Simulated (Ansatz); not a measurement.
# Si₂H₄+ (doublet): from Hartree-Fock to the top rungs, cc-pVDZ

How much of the correlation energy of Si₂H₄+ (doublet) does each wave-function method recover here?

Computed with Ansatz 0.2.0, Gaussian basis. Level: cc-pVDZ, core rule «outside noble gas», up to 10 orbitals frozen.

Plan: UHF; CCSD(T) on ROHF; CCSD(T) on UHF; BCCD(T) on ROHF; CISD; CCSDT(Q) on ROHF; CCSDT(Q) on UHF; CASSCF and MRCISD+Q, 9 electrons in 9 orbitals; CASSCF and NEVPT2, 9 electrons in 9 orbitals.

26 further runs of the same task are left out: 10 that didn't finish, 16 set aside as unsound or not needed.

**1. The system**

The geometry is a PBE0/def2-TZVP stationary point (not a proven minimum) of the parent state, kept for this charge and spin.

6 atoms, charge 1, spin multiplicity 2.

Atoms are counted from 1 here; the program's logs count them from 0.

Bond lengths: Si1–Si2 2.317 Å, Si1–H3 1.489 Å, Si1–H4 1.485 Å, Si1–H5 1.489 Å, Si2–H6 1.492 Å. Angles: Si2–Si1–H3 111.5°, Si2–Si1–H4 106.9°, Si2–Si1–H5 111.5°, H3–Si1–H4 109.1°, H3–Si1–H5 108.6°, H4–Si1–H5 109.1°, Si1–Si2–H6 122.5°.

**2. UHF**

File in.yaml:

```yaml
crystal:
  periodic: [false, false, false]
  atoms:
    - {symbol: Si, position_ang: [0.000000, -0.042283, 1.106932]}
    - {symbol: Si, position_ang: [0.000000, 0.087730, -1.206301]}
    - {symbol: H, position_ang: [1.209065, -0.747364, 1.613865]}
    - {symbol: H, position_ang: [0.000001, 1.352573, 1.617487]}
    - {symbol: H, position_ang: [-1.209066, -0.747363, 1.613865]}
    - {symbol: H, position_ang: [-0.000001, -1.124200, -2.076363]}
basis:
  gaussian: {orbitals: cc-pVDZ}
total_charge: 1
magnetization: {spin_polarized: true, initial_magnetization: 1}
hamiltonian: {xc: hf}
output: {orbitals: {seedname: orbitals}}
```

Command:

```console
ansatz run in.yaml --threads 1 --pin off --events-out ev --progress --plain --max-ram 2393MiB
```

After this run come: CCSD(T) on ROHF; CCSD(T) on UHF; BCCD(T) on ROHF; CISD; CCSDT(Q) on ROHF; CCSDT(Q) on UHF; CASSCF and MRCISD+Q, 9 electrons in 9 orbitals; CASSCF and NEVPT2, 9 electrons in 9 orbitals.

Before running them: what should the planned runs give, taken together? Wanted: UCCSDT(Q) below the RHF energy; RMP2 from UCCSDT(Q); UMP2 from UCCSDT(Q); RCCSD from UCCSDT(Q); RCCSD(T) from UCCSDT(Q); UCCSD(T) from UCCSDT(Q); RCCSDT(Q) from UCCSDT(Q); MRCISD+Q frontier from UCCSDT(Q); T1 diagnostic.

The runs gave:

| quantity | value |
| --- | --- |
| UCCSDT(Q) below the RHF energy | -5.7735 eV |
| RMP2 from UCCSDT(Q) | +1381.9 meV |
| UMP2 from UCCSDT(Q) | +1378.1 meV |
| RCCSD from UCCSDT(Q) | +180.4 meV |
| RCCSD(T) from UCCSDT(Q) | +40.8 meV |
| UCCSD(T) from UCCSDT(Q) | +40.6 meV |
| RCCSDT(Q) from UCCSDT(Q) | +0.7 meV |
| MRCISD+Q frontier from UCCSDT(Q) | +38.9 meV |
| levels within 1 kcal/mol (43 meV) | RCCSD(T), UCCSD(T), BCCD(T), RCCSDT, UCCSDT, RCCSDT(Q), MRCISD+Q frontier |
| T1 diagnostic | 0.023 |

What this shows: RCCSD(T) lands +40.8 meV from the yardstick (0.7 % of the correlation energy). These misses are within one basis, not against nature; the frozen cores of restricted and unrestricted runs differ, which can shift their rows.
